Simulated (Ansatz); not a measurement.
A run of Ansatz (development build ahead of 0.2.0) on quartet B2O(+) at this shape:

```xyz
3

O     0.0000    0.0000    0.0000
B     0.0000    2.8980    0.0000
B     0.0000   -2.8980    0.0000
```

Its results:

```json
{
 "Converged": "yes",
 "Total energy": "-123.98053 hartree",
 "Spin squared of the determinant": "3.750",
 "Stability test": "minimum among restricted orbitals"
}
```

Which input gives this output? Name the method, the orbitals and the basis set, and write the input.

PBE (restricted open-shell) in pcseg-2.

```yaml
crystal:
  periodic: [false, false, false]
  atoms:
    - { symbol: O, position_ang: [0.0, 0.0, 0.0] }
    - { symbol: B, position_ang: [0.0, 2.898, 0.0] }
    - { symbol: B, position_ang: [0.0, -2.898, 0.0] }
basis:
  gaussian: { orbitals: pcseg-2 }
total_charge: 1
magnetization:
  initial_magnetization: 3
hamiltonian:
  xc: pbe
```

Caution: stretched shape with no unrestricted run beside it, a lower state can exist; charge can spread falsely over distant fragments; other spin multiplicities may lie lower.
